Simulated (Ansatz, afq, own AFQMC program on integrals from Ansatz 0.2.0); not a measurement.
**C, singlet in cc-pVTZ, levels against full CI**

A free C atom.

Basis cc-pVTZ. Only valence electrons are correlated. Integrals, coupled cluster, full CI and functionals: Ansatz 0.2.0; the random walks run on the same integrals in our own AFQMC program. ph-AFQMC/CISD is guided by a CISD state made of CCSD amplitudes; releasing the constraint for a short imaginary time cuts its bias at the price of noise, slowly where states lie close. Uncertainties: one standard error, sampling alone.

Determinant: RHF, the one that the program's search chose, which needn't be the lowest solution.

Full CI on the same integrals is exact in this basis and with this determinant's frozen core.

Cautions: another spin lies lower (by 1.34 eV); restricted determinant unstable towards unrestricted (UHF 1.83 eV lower, ⟨S²⟩ 1.02); strong correlation (T1 0.008, weight of the determinant 0.80, largest double 0.28); the released energy hasn't reached full CI (58 meV above it at 1.00 1/Eh, later times being too noisy to tell), so no released level is given (meV from the phaseless value at times in 1/Eh: -19 ± 10 at 0.24, -18 ± 13 at 0.50, -31 ± 12 at 1.00, -18 ± 15 at 1.50); the determinant fills the p orbitals unequally in pairs, so it mixes two states of the atom (¹D and ¹S), and each level undoes that mixture to a different degree, while full CI gives the lower state; CCSDT(Q) on the UHF determinant differs (1.40 eV lower), perhaps since the unrestricted series falls towards higher spin.

```
T1 diagnostic                               : 0.0084
weight of the determinant in the CISD state : 0.804
size of the correlated space                : 4 electrons in 29 orbitals
```

```tsv
level	correlation energy (eV)
MP2	-2.3112
CCSD	-3.2658
CCSD(T)	-3.4019
```

Task: Estimate where phaseless AFQMC with the Hartree–Fock trial lies against CCSD(T) on the same integrals.

Result: 16.1 ± 4.0 kJ/mol below CCSD(T).

Reference: full CI, correlation energy -3.534 eV. The cautions show a poor starting determinant, so the rows tell how each method copes with it here, and full CI is the sure value.

```csv
level,E − E(reference) (kJ/mol),share of correlation (%)
CCSD(T),12.7,96.27
CCSDT,10.3,96.99
CCSDT(Q),5.1,98.49
ph-AFQMC/HF,-3.4 ± 4.0,101.00
ph-AFQMC/CISD,8.6 ± 0.6,97.49
```

CCSDT and higher add their correlation energy to the determinant of the CCSD(T) run, since their own runs factorise the integrals more tightly (a shift of under 2 meV).
